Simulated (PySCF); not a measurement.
Theory: core-valence-separated Tamm–Dancoff BHandHLYP/aug-pcX-1 (pcseg-1 on H, def2-SVPD on Cl) in PySCF, non-relativistic, gas phase, PBE0-D3(BJ)/def2-SVP geometry. Absolute energies from this functional tend to lie a few eV below measured edges; no shift was applied.

Main lines of an unknown, eV (oscillator strength): C K: 282.8 (0.063), 284.0 (0.061), 285.6 (0.058), 285.7 (0.008), 286.1 (0.020). Listed: the first five lines at most of each edge with a tenth or more of its strongest line's intensity; roots within 0.03 eV on the same or equivalent atoms are summed. Only the lowest roots were sought, and the top ones are left out.

Problem. Which candidate gives them?
A. `C/C=C/Cl`
B. `C(=C)CCl`

Solution. A. 

- `C/C=C/Cl`: C K: 282.8 (0.063), 284.0 (0.061), 285.6 (0.058), 285.7 (0.008), 286.1 (0.020). First C line listed at 282.8 eV, hole on the alkene CH carbon (1s→π*).
- `C=CCCl`: C K: 282.5 (0.059), 282.7 (0.061), 284.9 (0.063), 286.0 (0.010), 286.2 (0.016). First C line listed at 282.5 eV, hole on the terminal =CH2 carbon (1s→π*).

One conformer each; other structures than these candidates weren't tested.
